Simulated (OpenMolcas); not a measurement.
## BCl (SMILES [B]Cl): the HOMO–LUMO gap, rung by rung

BCl: 2 atoms, total charge 0, spin state singlet. As SMILES, `[B]Cl`. The coordinates come from a PBE0-D4/def2-TZVP relaxation.

| atom | x (Å) | y (Å) | z (Å) |
| --- | --- | --- | --- |
| B | 0.0000 | 0.0000 | -0.0697 |
| Cl | 0.0000 | 0.0000 | 1.6482 |

Quantity: the HOMO–LUMO gap, in eV. The values are calculated.

```tsv
level	kind	program	value (eV)	CPU time
HF/def2-TZVPPD	Hartree–Fock	OpenMolcas	11.71	5.1 s
PBE/def2-TZVPPD	GGA	OpenMolcas	3.30	13 s
M06-L/def2-TZVPPD	meta-GGA	OpenMolcas	3.86	16 s
TPSS/def2-TZVPPD	meta-GGA	OpenMolcas	3.65	15 s
r2SCAN/def2-TZVPPD	meta-GGA	OpenMolcas	?	16 s
BHLYP/def2-TZVPPD	global hybrid	OpenMolcas	7.76	11 s
M06-2X/def2-TZVPPD	hybrid meta-GGA	OpenMolcas	7.60	16 s
PBE0/def2-TZVPPD	global hybrid	OpenMolcas	?	12 s
```

Problem. Estimate what the levels marked ? give.

Solution. As computed at these levels: r2SCAN/def2-TZVPPD: 3.79 eV; PBE0/def2-TZVPPD: 5.54 eV. The values span 3.30 to 11.71 eV. Orbital gaps aren't excitation energies; they tend to grow with the share of exact exchange. CPU times are rough (shared hosts, several kinds of processor): they show what a rung costs within a factor of a few.
